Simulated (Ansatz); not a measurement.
# UCCSDT/STO-3G run of CH2BCl (SMILES B[C]Cl)

What is the vertical electron affinity of CH2BCl at UCCSDT/STO-3G? 

The calculation is run with Ansatz 0.2.0.

85 further runs of the same task are left out: 9 that didn't finish, 76 set aside as unsound or not needed.

## Step 1: The system as given

CH2BCl has 5 atoms, charge 0, and is taken as a triplet. SMILES: `B[C]Cl`. Geometry: relaxed at GFN2-xTB.

Bond lengths: B1–C2 1.474 Å, C2–Cl3 1.628 Å, B1–H4 1.177 Å, B1–H5 1.169 Å. Angles: B1–C2–Cl3 141.8°, C2–B1–H4 120.1°, C2–B1–H5 119.8°, H4–B1–H5 120.1°.

## Step 2: The energy at UCCSDT/STO-3G

Input file molecule.yaml:

```yaml
crystal:
  periodic: [false, false, false]
  atoms:
    - {symbol: B, position_ang: [0.414180, 0.139370, -0.472520]}
    - {symbol: C, position_ang: [-0.487440, 0.280880, 0.684730]}
    - {symbol: Cl, position_ang: [-1.470630, -0.583120, 1.652980]}
    - {symbol: H, position_ang: [0.575730, -0.915570, -0.969770]}
    - {symbol: H, position_ang: [0.968160, 1.078440, -0.895430]}
basis:
  gaussian:
    orbitals: STO-3G
magnetization:
  spin_polarized: true
  initial_magnetization: 2
scf:
  omitted_lower_state_checks: [cluster_reference, increment]
correlation:
  method: ccsdt
  frozen_orbitals: {B: 1, C: 1, Cl: 5, H: 0}
accuracy: high
```

Command:

```bash
$ ansatz run molecule.yaml --threads 1 --pin off --max-ram 2610MiB --events-out events.jsonl --progress --plain --runs-dir runs
```

The program printed (excerpt; [...] marks lines left out):

```text
Warning: RAYON_NUM_THREADS=1 ignored (pool sized by the plan → 1); use --threads N
Functional definition: HF
  name "HF"
[...]
370 factors; integrals over basis functions are off by at most 6.8e-9 eV
[...]
mean field -14079.19836573 eV, -517.4009967171 hartree, gradient 9.6e-9 eV, S^2 2.015272; 0 other end points of the search recorded, 0 dependent functions left out
7 core orbitals not correlated: weight in the atoms' cores, before any rotation towards them, 1.000 or more for the frozen orbitals, at most 0.000 for the correlated occupied ones
reference -14079.19836573 eV, -517.4009967171 hartree; 9, 7 occupied and 5, 7 virtual orbitals, 370 factors
second order -1.75734834 eV of doubles, -0.00000000 eV of singles
cycle   1  -2.16069751 eV  change   -4.0e-1 eV  update   6.6e-2
[...]
cycle  26  -2.51712890 eV  change  -6.3e-10 eV  update  8.8e-10
Total energy: -14081.71549462 eV, -517.4934994978 hartree
Checks for a lower state left out: cluster_reference, increment
```

Wall time 0.92 s (1 thread of Arm Neoverse V2, shared host).

## Step 3: The doublet anion

Input file job.yaml:

```yaml
basis:
  gaussian: {orbitals: STO-3G}
crystal:
  periodic: [false, false, false]
  atoms:
    - {symbol: B, position_ang: [0.414180, 0.139370, -0.472520]}
    - {symbol: C, position_ang: [-0.487440, 0.280880, 0.684730]}
    - {symbol: Cl, position_ang: [-1.470630, -0.583120, 1.652980]}
    - {symbol: H, position_ang: [0.575730, -0.915570, -0.969770]}
    - {symbol: H, position_ang: [0.968160, 1.078440, -0.895430]}
scf: {omitted_lower_state_checks: [cluster_reference, increment]}
correlation: {method: ccsdt, frozen_orbitals: {B: 1, C: 1, Cl: 5, H: 0}}
total_charge: -1
accuracy: high
magnetization: {spin_polarized: true, initial_magnetization: 1}
```

Command:

```bash
$ ansatz run job.yaml --threads 1 --pin off --max-ram 2610MiB --events-out events.jsonl --progress --plain --runs-dir runs
```

The program printed (excerpt; [...] marks lines left out):

```text
Warning: RAYON_NUM_THREADS=1 ignored (pool sized by the plan → 1); use --threads N
Functional definition: HF
  name "HF"
[...]
370 factors; integrals over basis functions are off by at most 6.8e-9 eV
[...]
mean field -14075.96264584 eV, -517.2820862043 hartree, gradient 1.1e-8 eV, S^2 1.150841; 0 other end points of the search recorded, 0 dependent functions left out
7 core orbitals not correlated: weight in the atoms' cores, before any rotation towards them, 1.000 or more for the frozen orbitals, at most 0.000 for the correlated occupied ones
reference -14075.96264584 eV, -517.2820862043 hartree; 9, 8 occupied and 5, 6 virtual orbitals, 370 factors
second order -1.92395217 eV of doubles, -0.00000000 eV of singles
cycle   1  -2.37553392 eV  change   -4.5e-1 eV  update   7.9e-2
[...]
cycle  32  -3.16818499 eV  change   4.4e-10 eV  update  5.9e-10
Total energy: -14079.13083083 eV, -517.3985148553 hartree
Checks for a lower state left out: cluster_reference, increment
```

Wall time 0.94 s (1 thread of Arm Neoverse V2, shared host).

## Step 4: Outcome

At UCCSDT/STO-3G, 7 core orbitals frozen:

| quantity | value |
| --- | --- |
| triplet CH2BCl: total energy | -517.49350 Eh |
| triplet CH2BCl: correlation energy (7 core orbitals frozen) | -92.5 mEh |
| triplet CH2BCl: ⟨S²⟩ of the reference determinant | 2.015 |
| triplet CH2BCl: T1 diagnostic | 0.019 |
| doublet anion: total energy | -517.39851 Eh |
| doublet anion: correlation energy (7 core orbitals frozen) | -116.4 mEh |
| doublet anion: ⟨S²⟩ of the reference determinant | 1.151 |
| doublet anion: T1 diagnostic | 0.050 |
| vertical electron affinity (to the doublet anion) | -2.585 eV |

What this shows: The anion lies 2.58 eV (249 kJ/mol) above the neutral: the electron isn't bound at this level, and such a value depends on the basis. Without diffuse functions anions come out too high. In a minimal basis such a difference can be off by several eV, whatever the method. ⟨S²⟩ (doublet anion) is 1.15 where a pure doublet has 0.75: the reference is spin-contaminated. The T1 diagnostic (doublet anion) of 0.050 is above the customary mark for such species, so a single reference may not serve.
